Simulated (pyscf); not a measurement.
CH₄ (SMILES C) + NH₂• (SMILES [NH2]) → CH₃• (SMILES [CH3]) + NH₃ (SMILES N), a hydrogen abstraction (doublet surface; C–H broken, H–N formed). PySCF, gas phase, ωB97X-D3(BJ)/def2-SVP geometries. MP2 and CC: frozen core, UHF for open shells. ΔMP2 is the change of the MP2 total energy from the triple- to the quadruple-zeta basis. Energies in kcal/mol from the separated reactants.

Small-basis levels: PySCF, no dispersion term, spherical d functions. AM1 to PM7: differences of heats of formation from MOPAC. Open shells are spin-unrestricted. 

```tsv
level	barrier	reaction energy
HF/3-21G	29.0	+6.0
HF/6-31G*	33.5	+5.9
SVWN5/6-31G*	-5.5	-1.1
BP86/6-31G*	6.2	+1.6
B3LYP/3-21G	?	+4.9
B3LYP/6-31G*	11.9	+2.8
M06-2X/6-31G*	13.1	+1.3
B3LYP/def2-SVP	9.4	-0.1
PM6	?	-6.2
CCSD(T)/def2-TZVPP + ΔMP2(QZVPP)	?	-2.7
```

Some entries are withheld; supply them.


- B3LYP/3-21G, barrier: 7.7
- PM6, barrier: 16.9
- CCSD(T)/def2-TZVPP + ΔMP2(QZVPP), barrier: 14.2

Against the last row the barrier runs from -19.7 (SVWN5/6-31G*) to +19.3 kcal/mol (HF/6-31G*); M06-2X/6-31G* happens to lie closest here (1.1 kcal/mol apart). At SVWN5/6-31G* this geometry lies under one side, so the entry may be no barrier of that level: it is a single point on another level's saddle. CCSD(T)/def2-TZVPP + ΔMP2(QZVPP) has limits of its own. One saddle was located; it need not be the lowest between these sides. The angle at the transferred H is 166°. The CCSD(T) − MP2 part came from Ansatz, without density fitting, on the same reference.
